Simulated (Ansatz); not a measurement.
Scan of the Cl2–Si1–H3 angle

SiH2Cl (SMILES [SiH2]Cl), doublet, at its PBE0-D4/def2-TZVP minimum:

Si1  (-0.303, 0.278, 0.169)
Cl2  (1.616, -0.069, 0.811)
H3  (-1.065, -0.997, 0.247)
H4  (-0.248, 0.788, -1.228)
(Å)

The angle Cl2–Si1–H3 (108.5° at the minimum) is set to the values below, Cl2, with anything bonded beyond it, turning rigidly in the plane of the angle. Each method's energies count from its own value at the PBE0-D4 minimum structure. Computed with Ansatz 0.2.0 (basis: def2-TZVPP); correlated methods freeze the cores; orbitals are unrestricted. B3LYP uses VWN-RPA correlation.

CCSD(T) energies along the scan:
```tsv
angle (°)	CCSD(T) (eV)
90.5	0.244
95.0	0.135
99.5	0.060
104.0	0.015
108.5	0.000
113.0	0.012
117.5	0.050
122.0	0.113
126.5	0.201
```
They count from the CCSD(T) energy at the PBE0-D4 minimum.

Minimum and curvature along this coordinate at CCSD(T): A fifth-order fit through the nearest points gives 108.7°, with a curvature of about 1.3 meV/deg².

Largest difference from the CCSD(T) curve over the scan: B3LYP-D4 0.013; wB97M-V 0.017; HF 0.029 eV. Each curve counts from its own value at the minimum.

T1 diagnostic: at most 0.014. ⟨S²⟩ of the unrestricted Hartree–Fock references: 0.75 (a pure state has 0.75).

For scale, one of the runs: CCSD(T)/def2-TZVPP, 112 basis functions (an equivalent command: `ansatz run in.yaml --threads 2`). The run took 7 s on 2 CPU threads (shared host), with 0.77 GiB of host memory at its peak.
